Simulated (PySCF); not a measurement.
PySCF input (M06-2X/6-31G* (5d)):

```python
from pyscf import gto, dft

mol = gto.M(
    atom='''
    O    -0.00000000   -0.00000000   -0.67368277
    O     0.00000000    0.00000000    0.67368277
    ''',
    basis='6-31g*',
    charge=-1,
    spin=1,
    symmetry='D2h',
    verbose=4,
)

mf = dft.UKS(mol, xc='m062x')
mf.grids.level = 4
mf.conv_tol = 1e-9
mf.max_cycle = 100
mf.max_memory = 1500
mf.kernel()
if not mf.converged:
    mf = mf.newton()
    mf.kernel(mf.make_rdm1())
mf.dip_moment()
```

Question: What final total energy does it give?

Answer: -150.23383 Eh.
